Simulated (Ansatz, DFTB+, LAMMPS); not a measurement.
# Ladder of methods for the elastic constant C44 of bcc Nb

Reference value: 30.8 GPa (measured, 4 K, zero-point motion not removed; as tabulated in Wang et al. (2022), arXiv:2209.12322).

| level (code) | value (GPa) | cell (Å³/atom) | difference (%) |
|---|---|---|---|
| MEAM library.meam-Nb (LAMMPS) | 28.4 | 17.98 | -7.8 |
| GFN1-xTB as cut by DFTB+ | 38.2 | 19.11 | +24 |
| UF3 Nb.uf3 (LAMMPS) | 40.1 | 18.65 | +30 |
| LDA (Ansatz) | 10.2 | 17.12 | -67 |
| PBE (Ansatz) | 13.9 | 18.13 | -55 |
| r²SCAN (Ansatz) | 10.7 | 18.02 | -65 |
| HSE06 (Ansatz) | 1.95 | 17.91 | -94 |

Of the ranked levels MEAM library.meam-Nb (-7.8 %) comes nearest. Farthest off among them: HSE06 (-94 %). Of the ranked levels only MEAM library.meam-Nb lands within 20 %.

The reference isn't brought to a static lattice, while the calculations are for one, so the differences are not the levels' errors alone.  GFN1-xTB as cut by DFTB+: the method was fitted mainly to molecules. GFN1-xTB as cut by DFTB+: codes differ in how they cut the long-range tail of xTB's charge interaction in a crystal, so the value belongs to this code. LDA, PBE, r²SCAN, HSE06: the shear constants of this metal are likely not converged at this k mesh and smearing. HSE06: hybrids on metals are sensitive to the k mesh. HSE06: the run warned that the count of filled bands differs between k points. Each level is taken at its own relaxed cell. Cutoffs and k meshes differ between the levels. Ansatz's density-functional and Hartree–Fock values are scalar-relativistic unless marked +SOC, with PAW data made under PBE.

Empirical potentials (MEAM library.meam-Nb) are fitted to chosen data: where that held the value shown, agreement is built in, and what lay outside the fit can be far off. Machine-learned potentials (UF3 Nb.uf3) are trained on DFT data: a solid inside that data is no test of them.

Differences are worked out from the printed values.

Ansatz is an electronic-structure program.
